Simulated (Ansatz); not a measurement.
Geometry optimisation, Ansatz, RKS BLYP/6-31G*.

Input file:

```yaml
crystal:
  periodic: [false, false, false]
  atoms:
    - { symbol: Si, position_ang: [0.472254, -0.234625, -0.461248] }
    - { symbol: "N", position_ang: [-0.294282, -0.382603, 2.457093] }
    - { symbol: H, position_ang: [-1.285212, -0.600191, 2.621577] }
    - { symbol: H, position_ang: [-0.085683, 0.477485, 2.97978] }
    - { symbol: H, position_ang: [0.931517, -0.234056, -1.899288] }
    - { symbol: H, position_ang: [0.784328, 1.131686, 0.064659] }
    - { symbol: H, position_ang: [-1.011293, -0.428743, -0.509247] }
    - { symbol: Si, position_ang: [1.527157, -1.875331, 0.681972] }
    - { symbol: H, position_ang: [0.579557, -2.881594, 1.267519] }
    - { symbol: H, position_ang: [2.46176, -2.666308, -0.19469] }
    - { symbol: H, position_ang: [2.377318, -1.351528, 1.80323] }
    - { symbol: H, position_ang: [0.253778, -1.142991, 2.911344] }
basis:
  gaussian: { orbitals: "6-31G*" }
hamiltonian:
  xc: blyp
relax:
  f_tol: 0.03
  max_steps: 50
```

Launched with:

```bash
$ ansatz run input.yaml --threads 1 --pin off --max-ram 2048MiB --backend cpu --events-out ev --progress --plain --runs-dir out
```

Where does it end, and by what steps?

It converged. The force dipped under the threshold on the way, but the program's further checks kept it going. After 6 steps the energy has fallen by 0.148 eV; H12 moved furthest, 0.61 Å.

```csv
step,energy less start (eV),largest force component (eV/Å),accepted
0,0.0000,0.962,yes
1,-0.1044,0.409,yes
2,-0.1138,0.330,yes
3,-0.1439,0.157,yes
4,-0.1483,0.028,yes
5,-0.1481,0.051,no
6,-0.1485,0.021,yes
```

```xyz
12
Properties=species:S:1:pos:R:3
Si 0.488 -0.232 -0.515
N -0.322 -0.409 2.627
H -1.343 -0.513 2.562
H -0.157 0.567 2.909
H 0.886 -0.176 -1.966
H 0.804 1.113 0.066
H -0.996 -0.431 -0.487
Si 1.636 -1.971 0.597
H 0.697 -2.996 1.157
H 2.544 -2.699 -0.357
H 2.505 -1.455 1.703
H -0.031 -0.986 3.427
```

Whether the end is a true minimum wasn't checked by a vibrational analysis.

The run took 17 s on 1 thread of Arm Neoverse V2 (shared host), peak memory 0.12 GiB.
